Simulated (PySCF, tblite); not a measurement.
# SiH2Cl−: changes of charge, part 3 of 3

tblite 0.8.0 and PySCF 2.14.0. Atoms count from 0.

## 21. Single point (SiH2Cl radical): wavefunction

Geometry: PBE0-D3(BJ)/ma-def2-SVP, that of another charge or spin state.

The job: settings as JSON, then the geometry in Å.

```
{"job": {"kind": "sp", "xc": "MP2", "basis": "ma-def2-TZVP", "grid": 2}, "charge": 0, "multiplicity": 2}
Si    -0.298613    -0.013564     0.657663
Cl     1.851833    -0.020308    -0.097134
H     -0.755074     1.140382    -0.268462
H     -0.782782    -1.100206    -0.333430
```

Level: wavefunction single point, frozen core, gas phase.

Output:

```text
final grid: 34416 points
cycle   1  E = -749.5869441477  dE = -3.445e-02  |g| = 6.925e-02  |ddm| = 3.545e-01
cycle   2  E = -749.5907421693  dE = -3.798e-03  |g| = 3.133e-02  |ddm| = 1.026e-01
cycle   3  E = -749.5914692284  dE = -7.271e-04  |g| = 1.090e-02  |ddm| = 3.109e-02
cycle   4  E = -749.5917444763  dE = -2.752e-04  |g| = 3.267e-03  |ddm| = 2.877e-02
cycle   5  E = -749.5917663764  dE = -2.190e-05  |g| = 1.350e-03  |ddm| = 7.267e-03
cycle   6  E = -749.5917714083  dE = -5.032e-06  |g| = 6.162e-04  |ddm| = 3.519e-03
cycle   7  E = -749.5917726230  dE = -1.215e-06  |g| = 2.273e-04  |ddm| = 1.955e-03
cycle   8  E = -749.5917727782  dE = -1.552e-07  |g| = 1.044e-04  |ddm| = 6.632e-04
cycle   9  E = -749.5917728126  dE = -3.435e-08  |g| = 5.220e-05  |ddm| = 3.079e-04
cycle  10  E = -749.5917728227  dE = -1.013e-08  |g| = 1.955e-05  |ddm| = 2.104e-04
cycle  11  E = -749.5917728239  dE = -1.163e-09  |g| = 9.799e-06  |ddm| = 6.193e-05
converged SCF energy = -749.5917728239
E(HF, exact integrals) = -749.5918114396
E(MP2) = -749.8785530921
```

It took 2.1 s on 1 thread of Arm Neoverse V1, shared host.

## 22. Single point (SiH2Cl−): wavefunction

Geometry: PBE0-D3(BJ)/ma-def2-SVP, that of another charge or spin state.

The job: settings as JSON, then the geometry in Å.

```
{"job": {"kind": "sp", "xc": "MP2", "basis": "ma-def2-TZVP", "grid": 2}, "charge": -1, "multiplicity": 1}
Si    -0.201367    -0.004483     0.374975
Cl     1.840876    -0.024468    -0.024332
H     -0.774249     1.263622    -0.169046
H     -0.816932    -1.206037    -0.264947
```

Method: wavefunction single point, frozen core, gas phase.

Output:

```text
final grid: 34416 points
cycle   1  E = -749.6034239597  dE = -1.407e-01  |g| = 2.248e-01  |ddm| = 1.610e+00
cycle   2  E = -749.6253284149  dE = -2.190e-02  |g| = 8.395e-02  |ddm| = 4.591e-01
cycle   3  E = -749.6276886494  dE = -2.360e-03  |g| = 2.581e-02  |ddm| = 1.489e-01
cycle   4  E = -749.6282150485  dE = -5.264e-04  |g| = 7.621e-03  |ddm| = 1.032e-01
cycle   5  E = -749.6283237859  dE = -1.087e-04  |g| = 3.155e-03  |ddm| = 5.978e-02
cycle   6  E = -749.6283482243  dE = -2.444e-05  |g| = 9.812e-04  |ddm| = 3.467e-02
cycle   7  E = -749.6283505271  dE = -2.303e-06  |g| = 3.803e-04  |ddm| = 9.727e-03
cycle   8  E = -749.6283508602  dE = -3.331e-07  |g| = 1.075e-04  |ddm| = 3.943e-03
cycle   9  E = -749.6283508885  dE = -2.830e-08  |g| = 4.277e-05  |ddm| = 8.881e-04
cycle  10  E = -749.6283508932  dE = -4.721e-09  |g| = 1.721e-05  |ddm| = 3.842e-04
converged SCF energy = -749.6283508932
E(HF, exact integrals) = -749.6283880058
E(MP2) = -749.9456181627
```

Run time: 1.3 s. Hardware: 1 thread of Arm Neoverse V1, shared host.

## 23. Single point (SiH₂Cl radical, [SiH2]Cl): wavefunction

Geometry: PBE0-D3(BJ)/ma-def2-SVP.

The job: settings as JSON, then the geometry in Å.

```
{"job": {"kind": "sp", "xc": "MP2", "basis": "ma-def2-TZVP", "grid": 2}, "charge": 0, "multiplicity": 2}
Si    -0.201367    -0.004483     0.374975
Cl     1.840876    -0.024468    -0.024332
H     -0.774249     1.263622    -0.169046
H     -0.816932    -1.206037    -0.264947
```

Method: wavefunction single point, frozen core, gas phase.

Output:

```text
final grid: 34416 points
cycle   1  E = -749.6208233718  dE = -3.529e-02  |g| = 7.134e-02  |ddm| = 3.812e-01
cycle   2  E = -749.6248155162  dE = -3.992e-03  |g| = 3.123e-02  |ddm| = 1.055e-01
cycle   3  E = -749.6255449846  dE = -7.295e-04  |g| = 1.060e-02  |ddm| = 3.540e-02
cycle   4  E = -749.6258140758  dE = -2.691e-04  |g| = 2.955e-03  |ddm| = 3.416e-02
cycle   5  E = -749.6258315043  dE = -1.743e-05  |g| = 1.146e-03  |ddm| = 8.176e-03
cycle   6  E = -749.6258344046  dE = -2.900e-06  |g| = 4.230e-04  |ddm| = 3.597e-03
cycle   7  E = -749.6258348498  dE = -4.452e-07  |g| = 1.270e-04  |ddm| = 1.398e-03
cycle   8  E = -749.6258348895  dE = -3.973e-08  |g| = 4.258e-05  |ddm| = 3.298e-04
cycle   9  E = -749.6258348939  dE = -4.378e-09  |g| = 1.540e-05  |ddm| = 1.133e-04
converged SCF energy = -749.6258348939
E(HF, exact integrals) = -749.6258807081
E(MP2) = -749.9100021936
```

Run time: 2 s. Hardware: 1 thread of Arm Neoverse V1, shared host.

## 24. Changes of charge: MP2/ma-def2-TZVP

This step combines the energies above: geometries from PBE0-D3(BJ)/ma-def2-SVP, zero-point and thermal terms from PBE0-D3(BJ)/ma-def2-SVP.

The job: settings as JSON, then the geometry in Å.

```
{"job": {"kind": "rx", "dirs": [1], "geom": {"xc": "PBE0", "basis": "ma-def2-SVP", "d3": "d3bj", "grid": 1}, "hess": 1, "level": {"xc": "MP2", "basis": "ma-def2-TZVP"}}, "charge": -1, "multiplicity": 1}
Si    -0.298613    -0.013564     0.657663
Cl     1.851833    -0.020308    -0.097134
H     -0.755074     1.140382    -0.268462
H     -0.782782    -1.100206    -0.333430
```

Output (the driver's rows laid out field by field):

```text
ionisation and electron attachment, MP2/ma-def2-TZVP // PBE0-D3(BJ)/ma-def2-SVP

row 1
  change                  oxidation
  charge                  0
  multiplicity            2
  vertical_ev             2.422
  vertical_s2             0.757
  formula                 ClH2Si
  smiles                  [SiH2]Cl
  kept                    yes
  pieces                  1
  point_group             Cs
  adiabatic_electronic_ev 1.5662
  adiabatic_ev            1.6067
  free_energy_ev          1.5975
  s2                      0.754
  bonds_moved             0 1 2.279 2.081; 0 2 1.548 1.494; 0 3 1.548 1.494
  spin_on                 0 Si 0.907
  charge_moved            0 Si 0.655; 1 Cl 0.203
  vertical_back_ev        0.9692
  relaxation_parent_ev    0.5971
  relaxation_ion_ev       0.8558
  reorganisation_ev       1.4529
```

Wall time 6.8 s (1 thread of Arm Neoverse V1, shared host).

Energy taken up on oxidation, or given off on reduction (eV; adiabatic with zero-point energy):

```csv
change,product,vertical,adiabatic,free energy,reorganisation,⟨S²⟩
oxidation (multiplicity 2),[SiH2]Cl,2.42,1.61,1.60,1.45,0.75
```

On oxidation to multiplicity 2 charge changes most on Si0 (+0.66 e), Cl1 (+0.20 e); the spin sits on Si0 (0.91); the bond Si0–Cl1 goes from 2.279 to 2.081 Å.

## 25. Single point (SiH2Cl−): HF/ma-def2-TZVP

Geometry: PBE0-D3(BJ)/ma-def2-SVP.

The job: settings as JSON, then the geometry in Å.

```
{"job": {"kind": "sp", "xc": "HF", "basis": "ma-def2-TZVP", "grid": 2}, "charge": -1, "multiplicity": 1}
Si    -0.298613    -0.013564     0.657663
Cl     1.851833    -0.020308    -0.097134
H     -0.755074     1.140382    -0.268462
H     -0.782782    -1.100206    -0.333430
```

Output:

```text
final grid: 34416 points
cycle   1  E = -749.6245884292  dE = -3.765e-01  |g| = 2.456e-01  |ddm| = 1.368e+00
cycle   2  E = -749.6480252158  dE = -2.344e-02  |g| = 1.101e-01  |ddm| = 4.608e-01
cycle   3  E = -749.6512261780  dE = -3.201e-03  |g| = 2.555e-02  |ddm| = 1.345e-01
cycle   4  E = -749.6517572994  dE = -5.311e-04  |g| = 7.322e-03  |ddm| = 8.958e-02
cycle   5  E = -749.6518345134  dE = -7.721e-05  |g| = 2.484e-03  |ddm| = 3.816e-02
cycle   6  E = -749.6518460965  dE = -1.158e-05  |g| = 7.445e-04  |ddm| = 1.635e-02
cycle   7  E = -749.6518470692  dE = -9.727e-07  |g| = 2.886e-04  |ddm| = 4.266e-03
cycle   8  E = -749.6518471921  dE = -1.229e-07  |g| = 7.658e-05  |ddm| = 1.497e-03
cycle   9  E = -749.6518472018  dE = -9.735e-09  |g| = 2.181e-05  |ddm| = 4.043e-04
converged SCF energy = -749.6518472018
```

It took 0.3 s on 1 thread of Arm Neoverse V1, shared host.

## 26. Single point (SiH₂Cl radical): HF/ma-def2-TZVP

Geometry: PBE0-D3(BJ)/ma-def2-SVP, that of another charge or spin state.

The job: settings as JSON, then the geometry in Å.

```
{"job": {"kind": "sp", "xc": "HF", "basis": "ma-def2-TZVP", "grid": 2}, "charge": 0, "multiplicity": 2}
Si    -0.298613    -0.013564     0.657663
Cl     1.851833    -0.020308    -0.097134
H     -0.755074     1.140382    -0.268462
H     -0.782782    -1.100206    -0.333430
```

Output:

```text
final grid: 34416 points
cycle   1  E = -749.5869441477  dE = -3.445e-02  |g| = 6.925e-02  |ddm| = 3.545e-01
cycle   2  E = -749.5907421693  dE = -3.798e-03  |g| = 3.133e-02  |ddm| = 1.026e-01
cycle   3  E = -749.5914692284  dE = -7.271e-04  |g| = 1.090e-02  |ddm| = 3.109e-02
cycle   4  E = -749.5917444763  dE = -2.752e-04  |g| = 3.267e-03  |ddm| = 2.877e-02
cycle   5  E = -749.5917663764  dE = -2.190e-05  |g| = 1.350e-03  |ddm| = 7.267e-03
cycle   6  E = -749.5917714083  dE = -5.032e-06  |g| = 6.162e-04  |ddm| = 3.519e-03
cycle   7  E = -749.5917726230  dE = -1.215e-06  |g| = 2.273e-04  |ddm| = 1.955e-03
cycle   8  E = -749.5917727782  dE = -1.552e-07  |g| = 1.044e-04  |ddm| = 6.632e-04
cycle   9  E = -749.5917728126  dE = -3.435e-08  |g| = 5.220e-05  |ddm| = 3.079e-04
cycle  10  E = -749.5917728227  dE = -1.013e-08  |g| = 1.955e-05  |ddm| = 2.104e-04
cycle  11  E = -749.5917728239  dE = -1.163e-09  |g| = 9.799e-06  |ddm| = 6.193e-05
converged SCF energy = -749.5917728239
```

It took 0.44 s on 1 thread of Arm Neoverse V1, shared host.

## 27. Single point (SiH₂Cl−): HF/ma-def2-TZVP

Geometry: PBE0-D3(BJ)/ma-def2-SVP, that of another charge or spin state.

The job: settings as JSON, then the geometry in Å.

```
{"job": {"kind": "sp", "xc": "HF", "basis": "ma-def2-TZVP", "grid": 2}, "charge": -1, "multiplicity": 1}
Si    -0.201367    -0.004483     0.374975
Cl     1.840876    -0.024468    -0.024332
H     -0.774249     1.263622    -0.169046
H     -0.816932    -1.206037    -0.264947
```

Output:

```text
final grid: 34416 points
cycle   1  E = -749.6034239597  dE = -1.407e-01  |g| = 2.248e-01  |ddm| = 1.610e+00
cycle   2  E = -749.6253284149  dE = -2.190e-02  |g| = 8.395e-02  |ddm| = 4.591e-01
cycle   3  E = -749.6276886494  dE = -2.360e-03  |g| = 2.581e-02  |ddm| = 1.489e-01
cycle   4  E = -749.6282150485  dE = -5.264e-04  |g| = 7.621e-03  |ddm| = 1.032e-01
cycle   5  E = -749.6283237859  dE = -1.087e-04  |g| = 3.155e-03  |ddm| = 5.978e-02
cycle   6  E = -749.6283482243  dE = -2.444e-05  |g| = 9.812e-04  |ddm| = 3.467e-02
cycle   7  E = -749.6283505271  dE = -2.303e-06  |g| = 3.803e-04  |ddm| = 9.727e-03
cycle   8  E = -749.6283508602  dE = -3.331e-07  |g| = 1.075e-04  |ddm| = 3.943e-03
cycle   9  E = -749.6283508885  dE = -2.830e-08  |g| = 4.277e-05  |ddm| = 8.881e-04
cycle  10  E = -749.6283508932  dE = -4.721e-09  |g| = 1.721e-05  |ddm| = 3.842e-04
converged SCF energy = -749.6283508932
```

It took 0.31 s on 1 thread of Arm Neoverse V1, shared host.

## 28. Single point (SiH₂Cl radical, [SiH2]Cl): HF/ma-def2-TZVP

Geometry: PBE0-D3(BJ)/ma-def2-SVP.

The job: settings as JSON, then the geometry in Å.

```
{"job": {"kind": "sp", "xc": "HF", "basis": "ma-def2-TZVP", "grid": 2}, "charge": 0, "multiplicity": 2}
Si    -0.201367    -0.004483     0.374975
Cl     1.840876    -0.024468    -0.024332
H     -0.774249     1.263622    -0.169046
H     -0.816932    -1.206037    -0.264947
```

Output:

```text
final grid: 34416 points
cycle   1  E = -749.6208233718  dE = -3.529e-02  |g| = 7.134e-02  |ddm| = 3.812e-01
cycle   2  E = -749.6248155162  dE = -3.992e-03  |g| = 3.123e-02  |ddm| = 1.055e-01
cycle   3  E = -749.6255449846  dE = -7.295e-04  |g| = 1.060e-02  |ddm| = 3.540e-02
cycle   4  E = -749.6258140758  dE = -2.691e-04  |g| = 2.955e-03  |ddm| = 3.416e-02
cycle   5  E = -749.6258315043  dE = -1.743e-05  |g| = 1.146e-03  |ddm| = 8.176e-03
cycle   6  E = -749.6258344046  dE = -2.900e-06  |g| = 4.230e-04  |ddm| = 3.597e-03
cycle   7  E = -749.6258348498  dE = -4.452e-07  |g| = 1.270e-04  |ddm| = 1.398e-03
cycle   8  E = -749.6258348895  dE = -3.973e-08  |g| = 4.258e-05  |ddm| = 3.298e-04
cycle   9  E = -749.6258348939  dE = -4.378e-09  |g| = 1.540e-05  |ddm| = 1.133e-04
converged SCF energy = -749.6258348939
```

It took 0.38 s on 1 thread of Arm Neoverse V1, shared host.

## 29. Changes of charge: HF/ma-def2-TZVP

This step combines the energies above: geometries from PBE0-D3(BJ)/ma-def2-SVP, zero-point and thermal terms from PBE0-D3(BJ)/ma-def2-SVP.

The job: settings as JSON, then the geometry in Å.

```
{"job": {"kind": "rx", "dirs": [1], "geom": {"xc": "PBE0", "basis": "ma-def2-SVP", "d3": "d3bj", "grid": 1}, "hess": 1, "level": {"xc": "HF", "basis": "ma-def2-TZVP"}}, "charge": -1, "multiplicity": 1}
Si    -0.298613    -0.013564     0.657663
Cl     1.851833    -0.020308    -0.097134
H     -0.755074     1.140382    -0.268462
H     -0.782782    -1.100206    -0.333430
```

Output (the driver's rows laid out field by field):

```text
ionisation and electron attachment, HF/ma-def2-TZVP // PBE0-D3(BJ)/ma-def2-SVP

row 1
  change                  oxidation
  charge                  0
  multiplicity            2
  vertical_ev             1.6347
  vertical_s2             0.757
  formula                 ClH2Si
  smiles                  [SiH2]Cl
  kept                    yes
  pieces                  1
  point_group             Cs
  adiabatic_electronic_ev 0.7078
  adiabatic_ev            0.7483
  free_energy_ev          0.7391
  s2                      0.754
  bonds_moved             0 1 2.279 2.081; 0 2 1.548 1.494; 0 3 1.548 1.494
  spin_on                 0 Si 0.907
  charge_moved            0 Si 0.655; 1 Cl 0.203
  vertical_back_ev        0.0685
  relaxation_parent_ev    0.6394
  relaxation_ion_ev       0.9269
  reorganisation_ev       1.5663
```

Run time: 1.6 s. Hardware: 1 thread of Arm Neoverse V1, shared host.

Energy taken up on oxidation, or given off on reduction (eV; adiabatic with zero-point energy):

```csv
change,product,vertical,adiabatic,free energy,reorganisation,⟨S²⟩
oxidation (multiplicity 2),[SiH2]Cl,1.63,0.75,0.74,1.57,0.75
```

On oxidation to multiplicity 2 charge changes most on Si0 (+0.66 e), Cl1 (+0.20 e); the spin sits on Si0 (0.91); the bond Si0–Cl1 goes from 2.279 to 2.081 Å.

## 30. Outcome

The summary covers parts 1 to 3.

| quantity | value |
| --- | --- |
| strongest single infrared mode (GFN2-xTB) | 1872 cm⁻¹, 1148 km/mol |
| zero-point energy (GFN2-xTB) | 8.8 kcal/mol |
| point group | Cs |
| rotational constants (main isotopes) | 109.17, 5.83, 5.80 GHz |
| energy to remove an electron (wB97X-D3(BJ)/ma-def2-TZVP) | vertical 2.66 eV, adiabatic 1.88 eV |
| energy to remove an electron (CCSD(T)/ma-def2-TZVP) | vertical 2.50 eV, adiabatic 1.74 eV |
| energy to remove an electron (MP2/ma-def2-TZVP) | vertical 2.42 eV, adiabatic 1.61 eV |
| energy to remove an electron (HF/ma-def2-TZVP) | vertical 1.63 eV, adiabatic 0.75 eV |

In words: No mode is imaginary among the 6: a minimum at this level. The strongest single mode, at 1872 cm⁻¹, moves mainly H3 and H2. Unscaled tight-binding wavenumbers are off by several per cent, some by more. Its intensities can rank the bands wrongly. Relaxing lowered the energy by 0.065 eV in 5 steps; the close pair that moved most is Si0–H2, from 1.492 to 1.548 Å (PBE0/ma-def2-SVP). At wB97X-D3(BJ)/ma-def2-TZVP, relaxation with the zero-point term after oxidation moves the energy taken up from 2.66 eV (vertical) to 1.88 eV (adiabatic, with zero-point energy).
